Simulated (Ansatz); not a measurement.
Results of PBEsol (PAW; Ansatz, an electronic-structure program) for hcp Re.

Run with plane-wave cutoff 520 eV, 24×24×12 k mesh (along the axes of the cell as run), Fermi–Dirac smearing 0.05 eV, no spin polarisation, scalar-relativistic PAW data made under PBE.

A third-order Birch–Murnaghan fit to the energies gives V0 = 14.553 Å³/atom, B0 = 391 GPa, B′ = 4.4.

```tsv
V (Å³/atom)	P (GPa)
13.970	(withheld)
14.261	(withheld)
14.553	0.00
14.844	(withheld)
15.135	(withheld)
```

Task: Estimate the withheld pressures from this fit; the answers are the runs' own values.

Result: 
- 13.970, P (GPa): 17.46
- 14.261, P (GPa): 8.26
- 14.844, P (GPa): -7.41
- 15.135, P (GPa): -14.06

The formula P = (3/2) B0 (x^(7/3) − x^(5/3)) [1 + (3/4)(B′ − 4)(x^(2/3) − 1)] with x = V0/V meets the computed pressures within 0.04 GPa when these rounded values are put in.

Shape and atoms are relaxed at each volume.

Measured, for comparison: bulk modulus 369 GPa (zero-point energy and finite temperature contributions removed, our sources range from 369 to 381; as tabulated in doi:10.1021/acs.jctc.3c00612). Computed (rounded) less measured: bulk modulus +6 % (+3 % to +6 % over the range).

Note: the bulk modulus comes from volumes at which shape and atoms were relaxed.

Spin–orbit coupling is not included.

Cost on a shared machine: roughly 5 core-minutes.
